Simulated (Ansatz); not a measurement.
A short molecular-dynamics run on CH3ClO3, SMILES `OC(O)(O)Cl`.

```yaml
crystal:
  periodic: [false, false, false]
  atoms:
    - {symbol: O, position_ang: [-0.843799, 0.181302, 1.046053]}
    - {symbol: C, position_ang: [0.034271, -0.022539, 0.037581]}
    - {symbol: O, position_ang: [1.151934, 0.719196, 0.211531]}
    - {symbol: O, position_ang: [0.338131, -1.335172, -0.081805]}
    - {symbol: Cl, position_ang: [-0.790746, 0.534730, -1.576347]}
    - {symbol: H, position_ang: [-1.059596, 1.119958, 1.081056]}
    - {symbol: H, position_ang: [1.738530, 0.572280, -0.538927]}
    - {symbol: H, position_ang: [-0.476526, -1.826855, -0.234941]}
basis:
  gaussian: {orbitals: def2-SVP}
hamiltonian: {xc: {name: r2SCAN}, dispersion: d3bj}
md: {timestep: 1 fs, n_steps: 50, ensemble: nve, temperature: 1000, initial_velocities: maxwell_boltzmann, seed: 280}
```

```sh
$ ansatz run in.yaml --threads 2 --pin off --events-out ev --progress --plain --max-ram 4352MiB
```

```tsv
step	time (fs)	potential energy (eV)	kinetic (eV)	T (K)	conserved (eV)
0	0.0	-19736.1745	0.7756	1000	-19735.3989
1	1.0	-19736.0961	0.7057	910	-19735.3904
2	2.0	-19735.9988	0.6149	793	-19735.3839
3	3.0	-19735.9661	0.5741	740	-19735.3920
4	4.0	-19735.8951	0.5015	647	-19735.3936
5	5.0	-19735.7550	0.3681	475	-19735.3868
6	6.0	-19735.6387	0.2561	330	-19735.3826
7	7.0	-19735.6111	0.2263	292	-19735.3848
8	8.0	-19735.6377	0.2464	318	-19735.3912
9	9.0	-19735.6271	0.2347	303	-19735.3924
10	10.0	-19735.5734	0.1901	245	-19735.3833
11	11.0	-19735.5992	0.2155	278	-19735.3837
12	12.0	-19735.6988	0.3054	394	-19735.3935
13	13.0	-19735.7393	0.3467	447	-19735.3926
14	14.0	-19735.7223	0.3361	433	-19735.3862
15	15.0	-19735.7381	0.3538	456	-19735.3843
16	16.0	-19735.8158	0.4267	550	-19735.3890
17	17.0	-19735.8846	0.4891	631	-19735.3955
18	18.0	-19735.8578	0.4653	600	-19735.3924
19	19.0	-19735.7876	0.4039	521	-19735.3837
20	20.0	-19735.7876	0.3977	513	-19735.3899
21	21.0	-19735.7819	0.3862	498	-19735.3957
22	22.0	-19735.6879	0.2981	384	-19735.3898
23	23.0	-19735.5845	0.2013	260	-19735.3832
24	24.0	-19735.5702	0.1868	241	-19735.3834
25	25.0	-19735.6421	0.2520	325	-19735.3900
26	26.0	-19735.7036	0.3090	398	-19735.3946
27	27.0	-19735.6987	0.3112	401	-19735.3875
28	28.0	-19735.7273	0.3436	443	-19735.3838
29	29.0	-19735.8347	0.4410	569	-19735.3937
30	30.0	-19735.8891	0.4934	636	-19735.3957
31	31.0	-19735.8530	0.4638	598	-19735.3891
32	32.0	-19735.8170	0.4320	557	-19735.3850
33	33.0	-19735.8445	0.4573	590	-19735.3872
34	34.0	-19735.9022	0.5089	656	-19735.3933
35	35.0	-19735.9002	0.5054	652	-19735.3947
36	36.0	-19735.8224	0.4359	562	-19735.3865
37	37.0	-19735.7775	0.3928	507	-19735.3847
38	38.0	-19735.7900	0.3981	513	-19735.3919
39	39.0	-19735.7661	0.3747	483	-19735.3913
40	40.0	-19735.7081	0.3225	416	-19735.3856
41	41.0	-19735.6974	0.3139	405	-19735.3836
42	42.0	-19735.7647	0.3771	486	-19735.3876
43	43.0	-19735.8488	0.4553	587	-19735.3935
44	44.0	-19735.8676	0.4764	614	-19735.3913
45	45.0	-19735.8558	0.4718	608	-19735.3840
46	46.0	-19735.9024	0.5127	661	-19735.3897
47	47.0	-19735.9354	0.5397	696	-19735.3957
48	48.0	-19735.8737	0.4826	622	-19735.3911
49	49.0	-19735.7804	0.3950	509	-19735.3854
50	50.0	-19735.7422	0.3568	460	-19735.3853
```

Velocities are drawn at the set temperature; a run this short doesn't reach equilibrium.

Frames (Å, forces in eV/Å):

```xyz
8
time=0.0 fs
O    -0.844    0.181    1.046   -0.030   -0.274    0.134
C     0.034   -0.023    0.038    0.140   -0.094    0.274
O     1.152    0.719    0.212   -0.034    0.130    0.276
O     0.338   -1.335   -0.082    0.301   -0.016    0.054
Cl   -0.791    0.535   -1.576   -0.231    0.156   -0.453
H    -1.060    1.120    1.081   -0.039    0.262   -0.021
H     1.739    0.572   -0.539    0.134   -0.061   -0.221
H    -0.477   -1.827   -0.235   -0.241   -0.102   -0.043
8
time=2.0 fs
O    -0.859    0.192    1.078    1.060   -0.467   -1.394
C     0.057   -0.026    0.009   -1.547    0.564    1.982
O     1.150    0.715    0.219   -0.953    0.569    1.524
O     0.341   -1.332   -0.098    1.798    0.714    0.295
Cl   -0.792    0.530   -1.579   -0.146    0.160   -0.344
H    -1.071    1.137    1.071   -0.002    0.035   -0.024
H     1.742    0.548   -0.478    1.619   -0.320   -1.730
H    -0.476   -1.765   -0.216   -1.830   -1.254   -0.309
8
time=4.0 fs
O    -0.872    0.203    1.107    1.490   -0.253   -2.207
C     0.076   -0.029   -0.013   -2.471    0.853    2.766
O     1.146    0.713    0.229    1.171    0.300   -0.538
O     0.346   -1.327   -0.113   -0.511   -0.698    0.014
Cl   -0.793    0.525   -1.582   -0.118    0.201   -0.290
H    -1.082    1.155    1.060    0.059   -0.370    0.019
H     1.797    0.514   -0.472   -0.069    0.183    0.254
H    -0.533   -1.744   -0.207    0.449   -0.216   -0.019
8
time=6.0 fs
O    -0.881    0.212    1.131    1.748   -0.427   -2.637
C     0.086   -0.028   -0.027   -2.776    0.868    3.024
O     1.144    0.711    0.238    2.528    0.089   -1.660
O     0.351   -1.324   -0.129   -2.006   -1.398    0.001
Cl   -0.794    0.520   -1.586   -0.107    0.256   -0.224
H    -1.091    1.161    1.049    0.003   -0.272    0.062
H     1.852    0.486   -0.459   -1.291    0.528    1.371
H    -0.577   -1.734   -0.199    1.901    0.357    0.062
8
time=8.0 fs
O    -0.885    0.220    1.148    1.973   -0.924   -2.862
C     0.088   -0.025   -0.031   -2.594    0.808    3.059
O     1.149    0.709    0.243    1.573    0.311   -0.829
O     0.352   -1.324   -0.144   -1.023   -0.655    0.266
Cl   -0.795    0.516   -1.589   -0.082    0.307   -0.111
H    -1.100    1.156    1.041   -0.119    0.165    0.054
H     1.863    0.477   -0.399   -0.518    0.246    0.496
H    -0.553   -1.712   -0.189    0.789   -0.259   -0.073
8
time=10.0 fs
O    -0.886    0.226    1.158    2.031   -0.983   -3.002
C     0.082   -0.019   -0.025   -2.064    0.638    2.879
O     1.157    0.708    0.246   -0.993    0.906    1.020
O     0.350   -1.326   -0.159    1.361    0.864    0.588
Cl   -0.797    0.512   -1.593   -0.064    0.362    0.028
H    -1.114    1.157    1.035   -0.127    0.175    0.064
H     1.857    0.475   -0.324    1.578   -0.543   -1.381
H    -0.505   -1.702   -0.183   -1.722   -1.418   -0.195
8
time=12.0 fs
O    -0.881    0.230    1.161    1.857   -0.562   -3.033
C     0.068   -0.011   -0.010   -1.358    0.211    2.410
O     1.163    0.710    0.252   -0.500    0.588    0.397
O     0.351   -1.325   -0.172    0.142    0.639    0.799
Cl   -0.798    0.508   -1.597   -0.101    0.443    0.136
H    -1.132    1.164    1.032   -0.001   -0.250    0.115
H     1.903    0.456   -0.293    0.479   -0.382   -0.674
H    -0.511   -1.742   -0.183   -0.519   -0.687   -0.151
8
time=14.0 fs
O    -0.872    0.233    1.157    1.612   -0.432   -2.815
C     0.051   -0.003    0.013   -0.560   -0.270    1.702
O     1.168    0.712    0.258    1.081   -0.143   -0.816
O     0.352   -1.324   -0.184   -1.918   -0.270    1.042
Cl   -0.800    0.505   -1.600   -0.162    0.530    0.228
H    -1.150    1.161    1.033    0.068   -0.355    0.106
H     1.965    0.423   -0.287   -1.688    0.221    0.661
H    -0.535   -1.806   -0.189    1.568    0.718   -0.109
8
time=16.0 fs
O    -0.858    0.234    1.146    1.305   -0.764   -2.251
C     0.032    0.005    0.041    0.379   -0.597    0.773
O     1.175    0.714    0.263    0.440   -0.269   -0.565
O     0.349   -1.322   -0.193   -1.566    0.031    1.314
Cl   -0.801    0.503   -1.604   -0.205    0.600    0.330
H    -1.166    1.147    1.037   -0.003    0.015    0.022
H     1.968    0.397   -0.260   -1.568    0.154    0.463
H    -0.506   -1.845   -0.199    1.218    0.831   -0.087
8
time=18.0 fs
O    -0.842    0.234    1.130    0.599   -0.870   -1.264
C     0.014    0.010    0.071    1.464   -0.825   -0.488
O     1.183    0.716    0.266   -2.174    0.420    0.896
O     0.343   -1.321   -0.198    0.893    1.710    1.592
Cl   -0.803    0.501   -1.607   -0.233    0.654    0.412
H    -1.182    1.132    1.043   -0.029    0.217   -0.041
H     1.917    0.374   -0.218    0.688   -0.773   -1.014
H    -0.435   -1.857   -0.213   -1.208   -0.532   -0.092
8
time=20.0 fs
O    -0.825    0.231    1.111   -0.782   -0.357    0.232
C     0.000    0.014    0.100    2.613   -1.038   -2.106
O     1.186    0.719    0.272   -2.483    0.339    0.965
O     0.338   -1.315   -0.200    1.413    1.932    1.772
Cl   -0.806    0.500   -1.609   -0.285    0.710    0.403
H    -1.199    1.125    1.047    0.143   -0.081   -0.060
H     1.887    0.324   -0.212    0.972   -0.846   -1.127
H    -0.406   -1.887   -0.230   -1.591   -0.658   -0.080
8
time=22.0 fs
O    -0.809    0.228    1.092   -2.348    0.085    1.957
C    -0.004    0.013    0.122    3.612   -1.130   -3.685
O     1.184    0.722    0.279   -0.153   -1.222   -0.740
O     0.336   -1.306   -0.198   -0.545   -0.154    1.675
Cl   -0.808    0.499   -1.611   -0.349    0.761    0.307
H    -1.210    1.115    1.049    0.264   -0.237   -0.092
H     1.888    0.246   -0.244   -1.064    0.668    0.501
H    -0.430   -1.935   -0.250    0.583    1.228    0.078
8
time=24.0 fs
O    -0.799    0.225    1.078   -3.137   -0.133    3.024
C     0.002    0.010    0.133    3.792   -0.905   -4.362
O     1.181    0.723    0.285    0.495   -1.865   -1.337
O     0.334   -1.296   -0.191   -0.740   -0.962    1.525
Cl   -0.811    0.500   -1.613   -0.362    0.775    0.203
H    -1.212    1.097    1.047    0.125    0.147   -0.139
H     1.853    0.191   -0.260   -1.184    1.278    0.927
H    -0.437   -1.941   -0.267    1.011    1.665    0.158
8
time=26.0 fs
O    -0.796    0.221    1.071   -2.823   -0.599    2.811
C     0.020    0.003    0.130    2.509   -0.260   -3.558
O     1.178    0.719    0.288   -0.584   -0.967   -0.467
O     0.330   -1.288   -0.181    1.228   -0.003    1.535
Cl   -0.814    0.501   -1.615   -0.299    0.742    0.130
H    -1.209    1.085    1.040   -0.020    0.508   -0.182
H     1.778    0.181   -0.245    0.721    0.386   -0.214
H    -0.411   -1.888   -0.278   -0.731    0.193   -0.054
8
time=28.0 fs
O    -0.800    0.216    1.071   -2.041   -0.490    1.716
C     0.047   -0.004    0.115    0.217    0.610   -1.805
O     1.175    0.713    0.290   -1.218    0.176    0.424
O     0.328   -1.281   -0.167    2.747    0.292    1.462
Cl   -0.818    0.503   -1.616   -0.198    0.679    0.069
H    -1.206    1.090    1.026    0.147    0.172   -0.190
H     1.731    0.185   -0.239    2.379   -0.544   -1.334
H    -0.412   -1.827   -0.293   -2.033   -0.895   -0.343
8
time=30.0 fs
O    -0.809    0.210    1.075   -1.176   -0.087    0.485
C     0.074   -0.010    0.095   -1.848    1.258   -0.132
O     1.169    0.707    0.292    1.197   -0.752   -1.075
O     0.333   -1.273   -0.150    0.504   -2.211    0.592
Cl   -0.822    0.506   -1.617   -0.108    0.606    0.008
H    -1.197    1.102    1.005    0.307   -0.300   -0.115
H     1.765    0.175   -0.275    0.760    0.910    0.195
H    -0.480   -1.793   -0.318    0.363    0.574    0.043
8
time=32.0 fs
O    -0.821    0.204    1.080   -0.224   -0.029   -0.503
C     0.095   -0.012    0.074   -3.074    1.281    0.958
O     1.166    0.699    0.292    3.089   -0.782   -1.899
O     0.339   -1.271   -0.132   -0.962   -3.360   -0.197
Cl   -0.826    0.509   -1.619   -0.005    0.515    0.009
H    -1.178    1.103    0.980    0.133   -0.194    0.007
H     1.830    0.198   -0.306   -0.733    1.591    1.259
H    -0.538   -1.740   -0.342    1.775    0.978    0.367
8
time=34.0 fs
O    -0.834    0.197    1.084    0.613   -0.155   -1.197
C     0.107   -0.009    0.056   -3.270    0.792    1.558
O     1.170    0.690    0.288    2.826    0.493   -1.064
O     0.343   -1.276   -0.113   -0.300   -2.442   -0.337
Cl   -0.830    0.513   -1.620    0.130    0.407    0.093
H    -1.154    1.098    0.955   -0.183    0.221    0.132
H     1.870    0.278   -0.293   -0.549    0.827    0.709
H    -0.534   -1.653   -0.353    0.734   -0.144    0.107
8
time=36.0 fs
O    -0.845    0.190    1.085    1.050    0.204   -1.683
C     0.108   -0.004    0.044   -2.453    0.166    1.839
O     1.180    0.682    0.281    0.418    2.056    0.945
O     0.347   -1.287   -0.096    1.353   -0.793    0.018
Cl   -0.834    0.518   -1.621    0.268    0.299    0.213
H    -1.136    1.100    0.935   -0.299    0.166    0.299
H     1.894    0.388   -0.256    1.163   -0.517   -1.041
H    -0.506   -1.573   -0.362   -1.501   -1.580   -0.590
8
time=38.0 fs
O    -0.853    0.184    1.082    1.155    0.859   -1.927
C     0.101    0.001    0.037   -1.207   -0.541    1.816
O     1.192    0.679    0.276    0.133    2.088    1.030
O     0.353   -1.300   -0.079   -0.346   -0.420   -0.603
Cl   -0.837    0.523   -1.622    0.350    0.215    0.293
H    -1.129    1.108    0.926   -0.248   -0.229    0.454
H     1.956    0.483   -0.253    0.395   -0.587   -0.878
H    -0.524   -1.549   -0.390   -0.232   -1.385   -0.183
8
time=40.0 fs
O    -0.859    0.180    1.074    1.201    1.014   -1.826
C     0.091    0.005    0.035   -0.139   -1.119    1.550
O     1.204    0.680    0.274    1.346    1.602   -0.064
O     0.359   -1.314   -0.063   -2.416   -0.328   -1.449
Cl   -0.840    0.528   -1.623    0.400    0.140    0.347
H    -1.132    1.108    0.935   -0.232   -0.245    0.444
H     2.029    0.555   -0.282   -1.854   -0.397    0.378
H    -0.551   -1.577   -0.424    1.694   -0.666    0.620
8
time=42.0 fs
O    -0.862    0.178    1.062    1.230    0.608   -1.430
C     0.080    0.005    0.039    0.651   -1.246    1.151
O     1.220    0.686    0.271    0.388    1.217    0.058
O     0.359   -1.329   -0.050   -2.065    0.222   -1.357
Cl   -0.843    0.533   -1.623    0.479    0.055    0.417
H    -1.144    1.099    0.960   -0.241    0.119    0.277
H     2.036    0.610   -0.299   -1.839   -0.564    0.271
H    -0.518   -1.631   -0.436    1.397   -0.411    0.613
8
time=44.0 fs
O    -0.861    0.178    1.047    1.017    0.356   -0.844
C     0.071    0.002    0.046    1.084   -1.077    0.627
O     1.235    0.694    0.269   -2.507    0.737    1.566
O     0.354   -1.343   -0.041    0.343    1.388   -0.243
Cl   -0.845    0.538   -1.623    0.573   -0.029    0.469
H    -1.165    1.095    0.996   -0.082    0.179    0.071
H     1.980    0.645   -0.310    0.338   -0.740   -1.333
H    -0.437   -1.703   -0.428   -0.766   -0.815   -0.312
8
time=46.0 fs
O    -0.859    0.178    1.030    0.460    0.482   -0.070
C     0.065   -0.005    0.056    1.135   -0.884    0.009
O     1.246    0.704    0.270   -3.076    0.121    1.613
O     0.350   -1.354   -0.032    1.092    1.665    0.136
Cl   -0.847    0.543   -1.622    0.631   -0.082    0.434
H    -1.188    1.095    1.034    0.257   -0.181   -0.156
H     1.931    0.651   -0.369    0.612   -0.654   -1.522
H    -0.380   -1.805   -0.429   -1.111   -0.467   -0.444
8
time=48.0 fs
O    -0.855    0.180    1.012   -0.122    0.321    0.768
C     0.064   -0.015    0.065    1.032   -0.597   -0.505
O     1.249    0.715    0.275   -1.108   -0.644   -0.978
O     0.348   -1.362   -0.023   -0.189    0.227   -0.699
Cl   -0.848    0.549   -1.621    0.652   -0.112    0.325
H    -1.202    1.090    1.066    0.461   -0.224   -0.366
H     1.900    0.633   -0.479   -1.290   -0.250    0.867
H    -0.361   -1.920   -0.444    0.563    1.279    0.588
8
time=50.0 fs
O    -0.852    0.182    0.996   -0.435   -0.363    1.386
C     0.065   -0.027    0.073    0.895   -0.211   -0.720
O     1.249    0.723    0.278   -0.834   -1.318   -2.248
O     0.346   -1.368   -0.016   -0.034   -0.232   -0.738
Cl   -0.848    0.554   -1.620    0.681   -0.150    0.212
H    -1.199    1.078    1.085    0.382    0.288   -0.452
H     1.824    0.606   -0.560   -1.322    0.135    1.824
H    -0.324   -1.990   -0.439    0.668    1.850    0.736
```

It took 2.4 min on 2 threads of an Arm Neoverse V1 on a shared host, with 0.14 GiB of host memory at the peak.
